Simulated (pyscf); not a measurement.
A first-order saddle from PySCF, ωB97X-D3(BJ)/def2-SVP:

```
Ge
H 1 1.5215
N 1 1.9514 2 120.02
H 3 1.0234 1 111.14 2 176.36
H 3 1.0236 4 109.05 1 -131.30
H 3 1.2524 4 111.70 5 -147.76
H 6 1.1092 3 138.79 4 -97.54
Cl 1 2.1421 2 122.17 7 86.57
Cl 1 2.2080 2 99.70 7 -165.30
```
Charge 0, spin multiplicity 1.

Surface: singlet, charge 0. Lowest wavenumbers (cm⁻¹): 1600i, 107, 159, 222, 231.

Question: What reaction is this the transition state of?

Answer: Cl–GeH₂–Cl + ammonia (NH₃) <-> H₂N–GeH(Cl)–Cl + hydrogen (H₂), a four-centre exchange read from left to right: Ge–H, H–N broken and Ge–N, H–H formed. At ωB97M-D3(BJ)/def2-TZVP it lies +43.8 kcal/mol from the left side and +43.3 kcal/mol from the right (each side as separated species at their lowest minima found). On the reactant side the descent ends in a complex, 7.7 kcal/mol under the separated species and 50.5 kcal/mol under the saddle at ωB97X-D3(BJ)/def2-TZVP. At the saddle there is also a short Ge–H contact that neither side keeps. The same reactants have a lower exit, to HCl + H₂N–GeH₂–Cl (highest point, the separated products, at +13.5 kcal/mol at ωB97M-D3(BJ), against +43.8 kcal/mol here). This is the saddle that the search found; another between the same sides may lie lower. Elements up to Kr have no core potential and no relativistic terms here.
